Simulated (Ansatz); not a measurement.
Born–Oppenheimer molecular dynamics of CH$_{5}$Si$_{2}$ (8 atoms, charge -1, multiplicity 1). It goes on from the last frame of an earlier run, with new velocities.

The calculation used RKS PBE0/def2-SVP in Ansatz 0.2.0.

```yaml
ensemble: NVE (velocity Verlet)
time_step: 2 fs
steps_asked: 40
starting_velocities_drawn_for: 300 K
seed: 297838
```

First frame:

```xyz
8
Properties=species:S:1:pos:R:3
Si -1.589 0.737 -1.023
C 0.042 0.089 -0.528
Si 0.450 -0.058 1.230
H -1.174 0.956 -2.562
H 0.857 -0.192 -1.193
H -0.669 0.161 2.235
H 1.571 0.889 1.804
H 0.976 -1.413 1.774
```

Q: How far do the bonds stretch over the last three quarters of this one trajectory? (Pairs bonded in most of those frames.)

A: 
```tsv
bond	mean (Å)	spread (Å)	shortest	longest
Si1–C2	1.786	0.027	1.75	1.83
Si1–H4	1.580	0.036	1.52	1.64
C2–Si3	1.823	0.044	1.74	1.88
C2–H5	1.102	0.012	1.09	1.12
Si3–H6	1.516	0.043	1.45	1.57
Si3–H7	1.531	0.047	1.46	1.60
Si3–H8	1.531	0.046	1.46	1.60
```

Mean temperature of the second half: 233 K. The conserved energy stayed within 0.95 meV per atom of its start (net change 0.86 meV per atom), so the integration is sound. A step of 2 fs is long for free X–H stretches (periods near 10 fs) and can bias their spread and the temperature. A run of 0.08 ps of so small a system gives no equilibrium averages. Limits of this set-up: an anion without diffuse functions, the dipole of an ion depends on the origin.

Run time: 72 s on 1 thread of Arm Neoverse V1, with other jobs on the host, peak memory 0.12 GiB.
